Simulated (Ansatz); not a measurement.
The inner images of a band of C4H5N (10 atoms, charge 0, multiplicity 1) are given out of order.

All numbers below come from Ansatz 0.2.0, RKS LDA/6-31G.

Image 0:

```xyz
10
Properties=species:S:1:pos:R:3
C -1.844 1.391 0.853
C -0.967 0.613 0.279
C -0.097 -0.181 -0.322
N 1.189 -0.399 0.179
C 1.977 -1.186 -0.465
H -1.915 2.462 0.616
H -2.547 1.018 1.611
H -0.389 -0.699 -1.260
H 1.685 -1.705 -1.406
H 2.990 -1.365 -0.081
```

Image 8:

```xyz
10
Properties=species:S:1:pos:R:3
C -1.659 1.002 0.525
C -0.852 0.365 -0.286
C 0.028 -0.169 -1.118
N 1.369 -0.438 -0.802
C 1.714 -0.877 0.354
H -1.689 2.101 0.579
H -2.357 0.472 1.188
H -0.237 -0.370 -2.165
H 0.983 -1.135 1.149
H 2.782 -1.003 0.580
```

Put them in order from the first end to the last, with their energies above the first end.
A.
```xyz
10
Properties=species:S:1:pos:R:3
C -1.843 1.294 0.866
C -0.915 0.724 0.145
C -0.003 0.061 -0.543
N 1.284 -0.168 -0.044
C 1.914 -1.244 -0.348
H -2.031 2.376 0.844
H -2.476 0.709 1.550
H -0.258 -0.351 -1.540
H 1.474 -2.066 -0.953
H 2.937 -1.387 0.027
```
B.
```xyz
10
Properties=species:S:1:pos:R:3
C -1.848 1.118 0.838
C -0.892 0.660 0.069
C 0.058 0.201 -0.719
N 1.396 -0.036 -0.337
C 1.866 -1.215 -0.191
H -2.005 2.196 0.995
H -2.543 0.454 1.374
H -0.145 0.047 -1.791
H 1.266 -2.142 -0.301
H 2.930 -1.334 0.066
```
C.
```xyz
10
Properties=species:S:1:pos:R:3
C -1.848 1.015 0.807
C -0.888 0.572 0.032
C 0.078 0.233 -0.798
N 1.424 -0.023 -0.476
C 1.853 -1.167 -0.103
H -1.968 2.086 1.034
H -2.589 0.348 1.271
H -0.112 0.234 -1.883
H 1.209 -2.064 -0.001
H 2.925 -1.286 0.118
```
D.
```xyz
10
Properties=species:S:1:pos:R:3
C -1.844 1.214 0.858
C -0.900 0.718 0.101
C 0.032 0.147 -0.637
N 1.343 -0.086 -0.182
C 1.886 -1.242 -0.275
H -2.030 2.295 0.931
H -2.495 0.573 1.471
H -0.198 -0.157 -1.674
H 1.360 -2.148 -0.640
H 2.930 -1.365 0.049
```
E.
```xyz
10
Properties=species:S:1:pos:R:3
C -1.846 1.354 0.864
C -0.937 0.686 0.208
C -0.046 -0.050 -0.434
N 1.236 -0.274 0.076
C 1.948 -1.226 -0.414
H -1.996 2.435 0.736
H -2.500 0.860 1.597
H -0.322 -0.531 -1.396
H 1.587 -1.911 -1.213
H 2.959 -1.395 -0.022
```
F.
```xyz
10
Properties=species:S:1:pos:R:3
C -1.812 0.773 0.724
C -0.862 0.448 -0.118
C 0.123 0.280 -0.987
N 1.453 -0.030 -0.686
C 1.791 -0.996 0.085
H -1.914 1.795 1.123
H -2.564 0.051 1.071
H -0.052 0.481 -2.053
H 1.064 -1.711 0.522
H 2.855 -1.140 0.322
```
G.
```xyz
10
Properties=species:S:1:pos:R:3
C -1.837 0.899 0.766
C -0.878 0.497 -0.032
C 0.100 0.258 -0.889
N 1.439 -0.027 -0.596
C 1.830 -1.093 -0.008
H -1.936 1.952 1.074
H -2.601 0.217 1.166
H -0.085 0.385 -1.967
H 1.148 -1.917 0.284
H 2.902 -1.220 0.206
```

E (+2.7 kJ/mol), A (+9.9 kJ/mol), D (+18.6 kJ/mol), B (+22.8 kJ/mol), C (+19.2 kJ/mol), G (+12.0 kJ/mol), F (+6.4 kJ/mol).

The run took 3 min on 1 thread of Arm Neoverse V1, on a shared host, peak memory 0.11 GiB.
